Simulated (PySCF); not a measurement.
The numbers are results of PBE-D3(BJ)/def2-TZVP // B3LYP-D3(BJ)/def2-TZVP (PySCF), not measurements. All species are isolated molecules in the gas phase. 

Reference species (SMILES): `[SiH3]` (neutral, multiplicity 2).

| Item | Result |
|---|---|
| dipole moment | 0.03 D |

Changed species: `[BH2]` (radical fragment; the reference has radical fragment).

### Question
Predict the effect on the dipole moment.

### Answer
the dipole moment rises by 0.48 D, to 0.51 D.
